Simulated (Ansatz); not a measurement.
## OCS (carbonyl sulfide): the vertical energy of the triplet above the singlet from total energies

OCS: 3 atoms, total charge 0, spin state singlet. As SMILES, `O=C=S`. The coordinates come from a PBE0-D4/def2-TZVP relaxation.

```xyz
3

O     0.9220    0.6844    0.5821
C     0.0967    0.0718    0.0611
S    -1.0187   -0.7562   -0.6432
```

Both states at this one shape; open shells run unrestricted unless said. 1 Eh = 27.2114 eV.

| level | program | singlet OCS (Eh) | triplet OCS (Eh) |
| --- | --- | --- | --- |
| BHLYP/STO-3G | Ansatz | -505.538093 | -505.357954 |
| MP2/aug-pcseg-0, 7 core orbitals frozen | Ansatz | -509.709509 | -509.494308 |
| MP2/aug-pcseg-2, 7 core orbitals frozen | Ansatz | -510.872548 | -510.667794 |

Work out the vertical gap, second state less first, at each level.


1. BHLYP/STO-3G: -505.357954 − (-505.538093) = 0.180139 Eh = 4.90 eV.
2. MP2/aug-pcseg-0: -509.494308 − (-509.709509) = 0.215201 Eh = 5.86 eV.
3. MP2/aug-pcseg-2: -510.667794 − (-510.872548) = 0.204754 Eh = 5.57 eV.

No measured value is set beside it here; the levels span 4.90 to 5.86 eV. Minimal sets are far from the basis-set limit.
